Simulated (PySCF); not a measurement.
Predicted microwave data (PBE0-D3(BJ)/def2-SVP geometry optimisation, gas phase (PySCF)) for one isomer of C4H6N2:

* Rotational constants: A = 9182, B = 2225, C = 1889 MHz
* Dipole components: |μa| = 1.84 D, |μb| = 1.76 D, |μc| = 0.95 D
* Inertial defect: -14.61 u·Å²
* κ: -0.91

Question: Which candidate fits, each taken in the one conformer that was computed?
A. `[CH3:1]/[N:2]=[CH:3]/[CH2:4][C:5]#[N:6]` with N2–C3–C4–C5 126°
B. `[CH2:1]=[CH:2]/[N:3]=[CH:4]\[N:5]=[CH2:6]` with C1–C2–N3–C4 -168°, N3–C4–N5–C6 81°
C. `[CH2:1]=[C:2]([C:3]#[N:4])[CH2:5][NH2:6]` with C1–C2–C5–N6 123°, C2–C5–N6–H -54° and 65°
D. `Cn1ccnc1`

Answer: B. It is C=C/N=C\N=C, a near-prolate asymmetric top, point group C1. The candidates at the same level (rigid rotor, commonest isotopes):

```csv
SMILES,A (MHz),B (MHz),C (MHz),μa (D),μb (D),μc (D),Δ (u·Å²),point group,rotor
C=C/N=C\N=C,9182,2225,1889,1.84,1.76,0.95,-14.61,C1,near-prolate asymmetric top
C=C(C#N)CN,4589,3260,2056,1.81,2.52,0.46,-19.36,C1,asymmetric top
C/N=C/CC#N,14034,1550,1463,3.17,1.39,1.32,-16.67,C1,near-prolate asymmetric top
Cn1ccnc1,9229,3635,2652,3.96,1.04,0.00,-3.23,–,asymmetric top
```

`C/N=C/CC#N` has A 53 % too high; `C=C(C#N)CN` has A 50 % too low; `Cn1ccnc1` has B 63 % too high. No structure here is proved a minimum.
